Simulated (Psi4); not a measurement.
# C2F3N (cyanotrifluoromethane): TPSSh/cc-pVDZ

What is the energy change on altering one bond length of C2F3N (cyanotrifluoromethane) at TPSSh/cc-pVDZ? 

The results are computed with Psi4 1.11.

2 further runs of the same task are left out: 1 that didn't finish, 1 set aside as unsound or not needed.

**1. The molecule**

The species is C2F3N (6 atoms), meant as a singlet with charge 0. SMILES: `N#CC(F)(F)F`. The coordinates come from a PBE0-D4/def2-TZVP relaxation.

Bond lengths: N1–C2 1.146 Å, C2–C3 1.481 Å, C3–F4 1.326 Å, C3–F5 1.326 Å, C3–F6 1.326 Å. Angles: N1–C2–C3 180.0°, C2–C3–F4 110.1°, C2–C3–F5 110.1°, C2–C3–F6 110.1°, F4–C3–F5 108.8°, F4–C3–F6 108.8°, F5–C3–F6 108.8°.

**2. A single-point energy at TPSSh/cc-pVDZ**

The input, job.in:

```
memory 1600 MB

molecule {
  0 1
  N      1.022100    -1.705100     0.893500
  C      0.486200    -0.810600     0.417800
  C     -0.206400     0.345600    -0.197200
  F     -1.316000    -0.055800    -0.802300
  F      0.581500     0.927000    -1.091500
  F     -0.525200     1.234800     0.733600
  symmetry c1
  no_reorient
  no_com
}

set puream true
set e_convergence 1e-09
set d_convergence 1e-08
set scf_type pk
set dft_radial_points 99
set dft_spherical_points 590

energy('tpssh/cc-pVDZ')
print_variables()
```

The run is started by

```
psi4 job.in job.out -n 1
```

job.out:

```text
[...]
  Running in c1 symmetry.
[...]
  Nuclear repulsion =  232.270648827243122
[...]
  Multiplicity = 1
[...]
  Nalpha       = 23
  Nbeta        = 23
[...]
    Number of basis functions: 84
[...]
   @RKS iter   1:  -430.32310502318876   -2.13570e-01   7.25245e-03 ADIIS/DIIS
[...]
   @RKS iter  12:  -430.47834513341138    3.97904e-13   1.66960e-09 DIIS
[...]
    Orbital Energies [Eh]
    ---------------------
    Doubly Occupied:
       1A    -24.684158     2A    -24.684145     3A    -24.684128
       4A    -14.311245     5A    -10.428121     6A    -10.199901
       7A     -1.336475     8A     -1.244898     9A     -1.244875
      10A     -0.932074    11A     -0.764576    12A     -0.647708
      13A     -0.609654    14A     -0.609647    15A     -0.475943
      16A     -0.475935    17A     -0.441787    18A     -0.441779
      19A     -0.440614    20A     -0.414218    21A     -0.379760
      22A     -0.368500    23A     -0.368498
[...]
  @RKS Final Energy:  -430.47834513341138
   => Energetics <=
    Nuclear Repulsion Energy =            232.2706488272431216
    One-Electron Energy =               -1054.7249850774232982
    Two-Electron Energy =                 436.4051907775840391
    DFT Exchange-Correlation Energy =     -44.4291996608152644
    Empirical Dispersion Energy =           0.0000000000000000
    VV10 Nonlocal Energy =                  0.0000000000000000
    Total Energy =                       -430.4783451334113806
[...]
 Multipole Moments:
 ------------------------------------------------------------------------------------
     Multipole            Electronic (a.u.)      Nuclear  (a.u.)        Total (a.u.)
 ------------------------------------------------------------------------------------
 L = 1.  Multiply by 2.5417464519 to convert [e a0] to [Debye]
 Dipole X            :          4.4796676           -4.7314963           -0.2518287
 Dipole Y            :         -7.5700545            7.9903290            0.4202745
 Dipole Z            :          5.1879577           -5.4116087           -0.2236510
 Magnitude           :                                                    0.5385797
[...]
```

It took 29 s on 1 thread of AMD EPYC 9R14 (Zen 4), shared host; peak memory 0.91 GiB.

**3. The distorted shape: energy and forces at TPSSh/cc-pVDZ**

The input, input.json:

```json
{
 "schema_name": "qcschema_input",
 "schema_version": 1,
 "molecule": {
  "schema_name": "qcschema_molecule",
  "schema_version": 2,
  "symbols": ["N", "C", "C", "F", "F", "F"],
  "geometry": [0.74036824, -4.10111387, 3.04044461, -0.27233599, -2.41075385, 2.1415019, -1.5811603, -0.22585251, 0.97932033, -3.67800041, -0.98438857, -0.16415295, 1.09887574, 1.75177612, -2.06263607, -2.18360499, 1.45449196, 2.73827741],
  "molecular_charge": 0,
  "molecular_multiplicity": 1,
  "fix_symmetry": "c1"
 },
 "driver": "gradient",
 "model": {
  "method": "tpssh",
  "basis": "cc-pVDZ"
 },
 "keywords": {
  "reference": "rks",
  "puream": true,
  "e_convergence": 1e-09,
  "d_convergence": 1e-08,
  "scf_type": "pk",
  "dft_radial_points": 99,
  "dft_spherical_points": 590
 }
}
```

The run is started by

```
psi4 --qcschema input.json -n 1 --memory 1600MB
```

stdout:

```text
[...]
  Running in c1 symmetry.
[...]
  Nuclear repulsion =  205.327189547479236
[...]
  Multiplicity = 1
[...]
  Nalpha       = 23
  Nbeta        = 23
[...]
    Number of basis functions: 84
[...]
   @RKS iter   1:  -429.98031280393445   -3.87443e-01   9.73531e-03 ADIIS/DIIS
[...]
   @RKS iter  15:  -430.32032680754276   -2.04636e-11   9.94599e-09 DIIS
[...]
    Orbital Energies [Eh]
    ---------------------
    Doubly Occupied:
       1A    -24.743323     2A    -24.743293     3A    -24.562626
       4A    -14.345721     5A    -10.447775     6A    -10.239221
       7A     -1.352858     8A     -1.289622     9A     -1.036675
      10A     -0.964473    11A     -0.795231    12A     -0.662624
      13A     -0.633439    14A     -0.577779    15A     -0.499124
      16A     -0.497578    17A     -0.475966    18A     -0.416899
      19A     -0.403329    20A     -0.399696    21A     -0.332958
      22A     -0.301860    23A     -0.301810
[...]
  @RKS Final Energy:  -430.32032680754276
   => Energetics <=
    Nuclear Repulsion Energy =            205.3271895474792359
    One-Electron Energy =               -1000.9901285669204754
    Two-Electron Energy =                 409.5582173860901207
    DFT Exchange-Correlation Energy =     -44.2156051741916656
    Empirical Dispersion Energy =           0.0000000000000000
    VV10 Nonlocal Energy =                  0.0000000000000000
    Total Energy =                       -430.3203268075427559
[...]
 Multipole Moments:
 ------------------------------------------------------------------------------------
     Multipole            Electronic (a.u.)      Nuclear  (a.u.)        Total (a.u.)
 ------------------------------------------------------------------------------------
 L = 1.  Multiply by 2.5417464519 to convert [e a0] to [Debye]
 Dipole X            :         -1.7158092            0.7611285           -0.9546807
 Dipole Y            :          1.5980498           -1.8422732           -0.2442234
 Dipole Z            :         -0.4595248            1.1561990            0.6966742
 Magnitude           :                                                    1.2068203
[...]
  -Total Gradient:
     Atom            X                  Y                   Z
    ------   -----------------  -----------------  -----------------
       1       -0.021349403241     0.037555687234    -0.020566420753
       2        0.013151125263    -0.058749116262     0.042601080343
       3        0.007142520351     0.010990066949    -0.012971020849
       4       -0.020753664642    -0.013297620345     0.012137340962
       5        0.037483774558     0.028489877228    -0.043244238891
       6       -0.015684296669    -0.004975883597     0.022037470226
[...]
```

The result, in JSON:

```text
{
 "driver": "gradient",
 "model": {
  "method": "tpssh",
  "basis": "cc-pVDZ"
 },
 "success": true,
 "return_result": [-0.021349403241275322, 0.03755568723425806, -0.0205664207525158, 0.013151125262523988, -0.05874911626226742, 0.04260108034338292, 0.007142520351078874, 0.010990066948876033, -0.01297102084936616, -0.02075366464156858, -0.01329762034520171, 0.01213734096184002, 0.03748377455783168, 0.028489877228038953, -0.04324423889104278, -0.015684296668653522, -0.0049758835966576265, 0.022037470226080158],
 "properties": {
  "calcinfo_nbasis": 84,
  "calcinfo_nmo": 84,
  "calcinfo_nalpha": 23,
  "calcinfo_nbeta": 23,
  "calcinfo_natom": 6,
  "nuclear_repulsion_energy": 205.32718954747924,
  "return_energy": -430.32032680754276,
  "return_gradient": [-0.021349403241275322, 0.03755568723425806, -0.0205664207525158, 0.013151125262523988, -0.05874911626226742, 0.04260108034338292, 0.007142520351078874, 0.010990066948876033, -0.01297102084936616, -0.02075366464156858, -0.01329762034520171, 0.01213734096184002, 0.03748377455783168, 0.028489877228038953, -0.04324423889104278, -0.015684296668653522, -0.0049758835966576265, 0.022037470226080158],
  "scf_one_electron_energy": -1000.9901285669205,
  "scf_two_electron_energy": 409.5582173860901,
  "scf_xc_energy": -44.215605174191666,
  "scf_dipole_moment": [-0.954680716994253, -0.24422337429795204, 0.6966741782125105],
  "scf_total_energy": -430.32032680754276,
  "scf_total_gradient": [-0.021349403241275322, 0.03755568723425806, -0.0205664207525158, 0.013151125262523988, -0.05874911626226742, 0.04260108034338292, 0.007142520351078874, 0.010990066948876033, -0.01297102084936616, -0.02075366464156858, -0.01329762034520171, 0.01213734096184002, 0.03748377455783168, 0.028489877228038953, -0.04324423889104278, -0.015684296668653522, -0.0049758835966576265, 0.022037470226080158],
  "scf_iterations": 15
 }
}
```

Run time: 38 s. Hardware: 1 thread of AMD EPYC 9R14 (Zen 4), shared host; peak memory 0.85 GiB.

**4. Summary of results**

At TPSSh/cc-pVDZ:

```
                                                         quantity          value
                                        first shape: total energy  -430.47835 Eh
                                       first shape: dipole moment         1.37 D
                                         first shape: HOMO energy      -10.03 eV
                                         first shape: LUMO energy       -0.96 eV
                                       first shape: HOMO–LUMO gap        9.06 eV
                                    distorted shape: total energy  -430.32033 Eh
                                   distorted shape: dipole moment         3.07 D
                                     distorted shape: HOMO energy       -8.21 eV
                                     distorted shape: LUMO energy       -5.92 eV
                                   distorted shape: HOMO–LUMO gap        2.29 eV
                        distorted shape: largest force on an atom     3.792 eV/Å
energy change with the C3–F5 bond stretched from 1.326 to 2.387 Å       4.300 eV
```

In words: One bond (distorted shape) is far stretched, which a spin-restricted single reference describes badly; a broken-symmetry solution may lie lower. With the C3–F5 bond stretched from 1.326 to 2.387 Å the energy rises by 4.30 eV (99 kcal/mol). The first shape isn't relaxed at this level, so the change isn't measured from a minimum. A restricted reference can't describe the breaking bond well at this length.
